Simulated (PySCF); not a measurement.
Species: ethoxyacetonitrile, C4H7NO.
SMILES with atom numbers: `[CH3:1][CH2:2][O:3][CH2:4][C:5]#[N:6]` (hydrogens: H7, H8, H9 on C1; H10, H11 on C2; H12, H13 on C4)

Geometry (PBE0-D3(BJ)/def2-SVP, Å), atoms numbered from 1 in this order:
```xyz
13
C4H7NO angstrom
C      2.0017    0.2319   -0.1822
C      0.9095    1.0393    0.4898
O     -0.1644    0.2587    0.9764
C     -0.9563   -0.3493    0.0136
C     -1.6469    0.6094   -0.8701
N     -2.1673    1.3767   -1.5623
H      2.8481    0.8886   -0.4323
H      2.3673   -0.5622    0.4862
H      1.6671   -0.2319   -1.1227
H      1.3063    1.5496    1.3791
H      0.5283    1.8236   -0.1924
H     -1.7206   -0.9391    0.5419
H     -0.3948   -1.0513   -0.6332
```

Linear response at PBE0/def2-SVPD (PySCF, frozen core in the response, non-relativistic).

Static isotropic polarisability: 56.91 au (8.43 Å³), principal values 49.0, 54.8, 66.8 au.

What is the polarisability at 1064 nm and at the sodium D line?

57.27 au at 1064 nm (+0.6 %), 58.12 au at 589.3 nm (+2.1 %). The rise at 589.3 nm is 3.33 times that at 1064 nm; a pure ω² law gives 3.26. The lowest singlet lies at 179 nm, shorter than both wavelengths.

What is the isotropic C6 coefficient between two such molecules, C6 = (3/π)∫α(iω)² dω?

1478 au (Eh·bohr⁶) by a ten-point quadrature over imaginary frequencies, which is 883 eV·Å⁶ or 85.2 J·nm⁶/mol.

Which effective excitation energy ω̄ makes London's formula C6 = (3/4)α²ω̄ exact here?

ω̄ = 4·C6/(3α²) = 0.609 Eh = 16.6 eV. A one-pole form α(ω) = α/(1 − ω²/ω̄²) fitted to the 1064 nm value gives 14.6 eV.

What molar refraction at the D line follows from R = (4π/3)·N_A·α′, with α′ the polarisability volume?

α′ = 8.61 Å³ gives R = 21.73 cm³/mol, for isolated, non-vibrating species.

The lowest 6 singlets have (eV, f): 6.94, 0.002; 7.35, 0.001; 7.65, 0.014; 7.80, 0.001; 7.99, 0.003; 8.22, 0.002. What share of the static polarisability do they carry in the sum over states α = Σ f/ω²?

0.28 au, 0.5 % of α; the largest term, 0.18 au, is that of the state at 7.65 eV. Their oscillator strengths add up to 0.02. Higher states carry the rest.

How many electrons N does the Slater–Kirkwood formula C6 = (3/4)·√N·α^(3/2) need to give this C6?

N = (4·C6/3)²/α³ = 21.1; the species has 46 electrons in all.

Cost: about 30 s of CPU time on one thread; the machine was shared, so the figure is rough. This is the whole response run at PBE0/def2-SVPD, SCF included.

One conformer stands for the species.
